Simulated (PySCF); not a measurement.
F₃H₂P.
Geometry (PBE0-D3(BJ)/def2-SVP, Å), atoms numbered from 1 in this order:
```xyz
6
F3H2P angstrom
F      1.096   -0.825   -0.717
P     -0.026    0.018    0.013
F      0.886    1.369   -0.072
F     -0.984   -1.298    0.129
H      0.040    0.079    1.414
H     -0.987    0.630   -0.808
```

The closed-shell ground state was solved at several levels (PySCF, density fitting, gas phase, non-relativistic).

```tsv
level	basis functions	HOMO (eV)	LUMO (eV)	gap (eV)	dipole (D)
CAM-B3LYP/def2-SVPD	109	-12.00	0.43	12.43	1.52
PBE0/pcSseg-1	85	-10.27	-0.08	10.19	1.57
```

(1) Estimate the row for HF/pcSseg-2, a basis of 179 functions; the other rows only guide the guess.

(2) Over all these levels, which gives the widest orbital gap and which the narrowest?

(3) How far do the dipole and the HOMO energy spread over the levels?

Results:

(1) HOMO -14.98 eV, LUMO 2.79 eV, gap 17.77 eV, dipole 1.67 D.

(2) HF/pcSseg-2 (Hartree–Fock, all exact exchange) has the widest, 17.77 eV, and PBE0/pcSseg-1 (global hybrid, 25 % exact exchange) the narrowest, 10.19 eV. Functional and basis both differ between the two, so the spread mixes both effects. The HOMO need not be the same orbital at Hartree–Fock and at DFT levels.

(3) The dipole runs from 1.52 to 1.67 D (mean 1.59 D) and the HOMO from -14.98 to -10.27 eV.
